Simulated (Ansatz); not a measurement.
A structure relaxed at PBE0-D4/def2-TZVP, charge 0, multiplicity 1:

| atom | x (Å) | y (Å) | z (Å) |
| --- | --- | --- | --- |
| C1 | -1.4480 | -0.2397 | 0.0539 |
| C2 | 0.0503 | -0.3608 | -0.1832 |
| C3 | 0.5287 | 0.7473 | -1.0967 |
| F4 | 1.8642 | 0.5664 | -1.4165 |
| C5 | 0.8293 | -0.3760 | 1.1143 |
| F6 | 0.5909 | 0.7864 | 1.8331 |
| H7 | -1.8090 | -1.0594 | 0.6786 |
| H8 | -2.0008 | -0.2680 | -0.8877 |
| H9 | -1.6882 | 0.6963 | 0.5624 |
| H10 | 0.2642 | -1.3145 | -0.6820 |
| H11 | 0.4304 | 1.7233 | -0.6121 |
| H12 | -0.0393 | 0.7518 | -2.0316 |
| H13 | 1.9042 | -0.4341 | 0.9267 |
| H14 | 0.5230 | -1.2192 | 1.7409 |

Question: Give its formula and SMILES.

Answer: C4H8F2, `CC(CF)CF`.

Question: Point group (tolerance 0.08 Å, 0.16 Å for H)?

Answer: C1.

Question: Summarise the bond lengths by kind.

Answer: 3 × C–C 1.514 to 1.522 Å; 8 × C–H 1.092 to 1.097 Å; 2 × C–F 1.385 to 1.387 Å.

Results of the Gaussian-basis code of Ansatz.
